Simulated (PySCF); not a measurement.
## Working out the electron affinity of S

S⁻ [Ne] 3s2 3p5 (2P) → S [Ne] 3s2 3p4 (3P). Calculation: PySCF 2.14, in aug-cc-pVQZ-DK (7s6p4d3f2g, 84 functions); the spin-free X2C one-electron Hamiltonian (Gaussian nucleus). Frozen: [Ne]. Energies in hartree (1 hartree = 27.21139 eV):

| part | S⁻ (lower) | S (upper) |
| --- | --- | --- |
| UHF | -398.626067 | -398.594064 |
| CCSD correlation | -0.188477 | -0.149424 |
| (T) | -0.009171 | -0.005837 |

**Question.** What does Hartree-Fock give?

**Answer.** (-398.594064) − (-398.626067) = 0.032003 hartree = 0.871 eV.

**Question.** What do CCSD and CCSD(T) give?

**Answer.** The CCSD correlation energies differ by 0.039053 hartree = 1.063 eV and the triples by 0.003334 hartree = 0.091 eV, so CCSD gives 1.934 eV and CCSD(T) 2.025 eV.

A first-order spin-orbit estimate adds -0.003 eV to CCSD(T) (valence), giving 2.022 eV against 2.077 eV (measured; photodetachment measurements, as compiled on the Wikipedia data page of electron affinities).

What remains against the reference includes basis incompleteness, the frozen core and higher excitations.
